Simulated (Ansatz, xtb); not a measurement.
Species: methane, CH₄, net charge 0, singlet state. SMILES: C
Geometry from a B3LYP-D3(BJ)/def2-TZVP (Ansatz, an electronic-structure program) optimisation:
```xyz
5

C      0.0000     0.0000     0.0000
H      0.6205     0.6269     0.6390
H     -0.6429    -0.6249     0.6185
H      0.6369    -0.6328    -0.6166
H     -0.6146     0.6308    -0.6409
```
Charge 0, spin multiplicity 1.

Harmonic wavenumbers from GFN2-xTB (xtb, at its own minimum), cm⁻¹: 1386, 1386, 1386, 1557, 1557, 3090, 3103, 3104, 3104.

**Question.** Give the harmonic wavenumbers at B3LYP-D3(BJ)/def2-TZVP (Ansatz, finite differences of forces, unscaled).

**Answer.** 1341, 1341, 1341, 1556, 1556, 3032, 3135, 3135, 3135 cm⁻¹. Zero-point energy 28.0 kcal/mol.

**Question.** From these and the geometry, give the ideal-gas thermochemistry at 298.15 K and 1 atm (rigid rotor, harmonic oscillator).

**Answer.** Point group Td, rotational symmetry number 12. Rotational constants 158.5, 158.5, 158.5 GHz. S(trans) 34.26, S(rot) 10.12, S(vib) 0.09, S(elec, spin only) 0.00, S 44.5 cal/(mol K). H(298) - H(0) 2.39 kcal/mol; G - E(el) 17.1 kcal/mol. Tabulated S at 1 bar: 44.5 cal/(mol K) (CRC Handbook, as tabulated in the package chemicals).
